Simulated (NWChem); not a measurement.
Species: LiH; SMILES [LiH]

Results from NWChem. Pople sets run with spherical d functions. Structure relaxed at the PBE-D3(BJ)/def2-SVP level. B3LYP is NWChem's, with the RPA form of VWN correlation. Static field.

Q: Among these, which level gives the highest value of “isotropic polarisability (bohr³)”?
(A) B3LYP/6-31+G*
(B) Hartree-Fock/6-31+G*
(C) PBE/6-31+G*
(D) LC-BLYP (range parameter 0.33 per bohr)/6-31+G*

A: C, PBE/6-31+G*. Values: Hartree-Fock/6-31+G* 20.9; LC-BLYP (range parameter 0.33 per bohr)/6-31+G* 25.6; B3LYP/6-31+G* 28.0; PBE/6-31+G* 31.8
